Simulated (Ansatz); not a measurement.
## Relaxing Na2H3

Method: DFT PBE, scalar-relativistic, plane waves, PAW in Ansatz 0.2.0.

The start puts Na2H3 on the tetradymite structure type (R-3m, No. 166), with Na in place of Bi, H in place of Te, at a guessed volume.

The final relaxation ran on this input, with the default PAW datasets:

```yaml
crystal:
  lattice:
    - [1.6603744899, 0.9586176587, 5.8721981979]
    - [-1.6603744899, 0.9586176587, 5.8721981979]
    - [0.0, -1.9172353174, 5.8721981979]
  atoms:
    - { symbol: Na, position: [0.4137928955, 0.4137928955, 0.4137928955] }
    - { symbol: Na, position: [0.5862071045, 0.5862071045, 0.5862071045] }
    - { symbol: H, position: [0.0, 0.0, 0.0] }
    - { symbol: H, position: [0.1685735046, 0.1685735046, 0.1685735046] }
    - { symbol: H, position: [0.8314264954, 0.8314264954, 0.8314264954] }
basis:
  ecutwfc: 420
kpoints:
  mp_grid: { grid: [12, 12, 12] }
hamiltonian:
  xc: pbe
scf:
  occupations: { method: gaussian, width: 0.1 }
output:
  forces: true
  stress: true
  eigenvalues: true
  write_density: true
  write_potential: true
  elf: true
  volumetric_format: npy
relax:
  adjacent_minimum: "off"
  f_tol: 0.01
  max_steps: 80
  cell: { stress_tol: 0.05 }
```

Launched as:

```bash
ansatz run input.yaml --threads 1 --pin off --max-ram 2560MiB --backend cpu --events-out ev --progress --plain --runs-dir out
```

The run took 48 s on 1 thread of Intel(R) Xeon(R) Platinum 8259CL CPU @ 2.50GHz (Skylake/Cascade Lake), with other jobs on the host, peak memory 0.5 GiB.

End of the output:

```
SCF converged after 4 iterations
Free energy (F): -3019.668848 eV
Harris-Foulkes:  -3019.668848 eV  (|F-HF|=5.00e-12)
Internal energy: -3019.667063 eV  (E = F + TS)
E sigma→0 (E₀):  -3019.667956 eV
Entropy (-TS):   -0.001785 eV (-0.357 meV/atom)
Fermi energy:    2.650963 eV
--- Per-component energies (eV) ---
  E_band       = -449.821799
  E_kinetic    = 280.369136
  E_local      = -2628.151422  (includes V_loc(G=0)·N_el)
  E_nonlocal   = 234.309897
  E_hartree    = 939.598801
  E_xc         = -104.582758
  E_vxc        = -134.625533  (∫ρ·V_xc dr)
  E_paw        = -527.448307  (= ΣΔE_a)
  E_vpaw       = -80.918146  (= ΣTr[D̂ρ^β])
  E_aug_tail   = -0.003382  (compensation charges beyond the density's cutoff)
  E_ewald      = -1213.759028
  E_smearing   = -0.001785  (= −TS)
  E_closure    =  0.000000  (closes the sum)
  Σ components = -3019.668848   (vs F -3019.668848, Δ=0.00e0)
--- Forces (eV/Å), atoms counted from 1 ---
  atom   1  Na     0.00000000     0.00000000    -0.00029845
  atom   2  Na     0.00000000     0.00000000     0.00029845
  atom   3  H      0.00000000     0.00000000     0.00000000
  atom   4  H      0.00000000     0.00000000     0.00019874
  atom   5  H      0.00000000     0.00000000    -0.00019874
  max |Σ_I F_I| component: 5.42e-20 eV/Å
--- Stress (GPa, compression-positive) ---
        0.030329       0.000000       0.000000
        0.000000       0.030329       0.000000
        0.000000       0.000000       0.021238
  P = ⅓ Tr σ = 0.0273 GPa (0.273 kbar)
--- Relaxed structure (3 steps of the walk, 2 accepted, 1 SCFs on fresh bases) ---
  F+E_penalty+E_count = -3019.66884849 eV   max|allowed force component| = 2.985e-4 eV/Å   (the final SCF, on the basis selected at the relaxed cell)
  cell:  # Å, volume = 56.1767 Å³
    - [1.662306, 0.959733, 5.868718]
    - [-1.662306, 0.959733, 5.868718]
    - [0.000000, -1.919466, 5.868718]
  atoms:
    - { symbol: Na, position: [0.413610, 0.413610, 0.413610] }
    - { symbol: Na, position: [0.586390, 0.586390, 0.586390] }
    - { symbol: H, position: [0.000000, 0.000000, 0.000000] }
    - { symbol: H, position: [0.168706, 0.168706, 0.168706] }
    - { symbol: H, position: [0.831294, 0.831294, 0.831294] }
```

Absolute energies hang on the potentials; compare differences alone.

The result has space group R-3m (No. 166). Na has 9 H at 2.38–2.47 Å; H on Wyckoff site a (1 atom of the primitive cell) has 6 Na at 2.38 Å; H on Wyckoff site c (2 atoms of the primitive cell) is coordinated by 3 H at 1.92 Å.

Against the elements it lies at 0.16 eV/atom. Energies over the elements count from the elements' standard structures at the same level (H₂ as a molecule), with no empirical corrections.

For metals, differences of a few meV/atom aren't resolved.

A structure relaxed within its symmetry needn't be a true minimum.